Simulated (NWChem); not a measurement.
## Polarisability of CS

```
C
S 1 1.5389
```
Charge 0, spin multiplicity 1.

All runs are NWChem calculations. All single points use one geometry, from B3LYP/def2-SVP, a minimum by its harmonic frequencies.

Basis set: 6-31G*. The field's frequency is 0.0773 Ha (589 nm). This basis has no diffuse functions, which lowers polarisabilities.

The correlated methods keep 6 core orbitals frozen. B3LYP has NWChem's definition, with VWN1-RPA local correlation. The Pople sets run with spherical d functions. The structure started from a generated list of species. Coupled-cluster values serve here as a point of comparison, not as the truth.

```csv
method,isotropic polarisability (bohr³)
PBE,[?]
HF,20.62
BHandHLYP,20.38
B3LYP,[?]
CCSD linear response,[?]
```

What belongs in the gaps?


- PBE, isotropic polarisability (bohr³): 20.60
- B3LYP, isotropic polarisability (bohr³): 20.42
- CCSD linear response, isotropic polarisability (bohr³): 20.76
